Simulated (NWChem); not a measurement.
nitrogen trifluoride (NF3); SMILES FN(F)F

```xyz
4

F      0.8608     0.8608    -0.1211
N      0.0000     0.0000     0.4672
F     -1.1759     0.3151    -0.1211
F      0.3151    -1.1759    -0.1211
```
Atoms are numbered in this order, from 1.

Computed with NWChem. Coordinates come from a PBE0/def2-SVP optimisation. Total energies compare along this basis series because the functional is fixed.

```csv
level,basis functions,energy (Ha),highest occupied level (eV),orbital gap (eV),dipole (D)
Hartree-Fock/3-21G,36,-350.6264,-14.67,22.00,0.32
Hartree-Fock/pcseg-1,56,-352.4279,-15.30,21.94,0.42
Hartree-Fock/aug-pcseg-1,92,-352.4600,-15.12,17.79,0.30
Hartree-Fock/pcseg-2,120,-352.6829,-15.07,21.18,0.34
Hartree-Fock/def2-TZVPP,124,-352.7005,-15.03,21.54,0.30
Hartree-Fock/def2-QZVP,228,-352.7162,-15.04,20.86,0.32
```
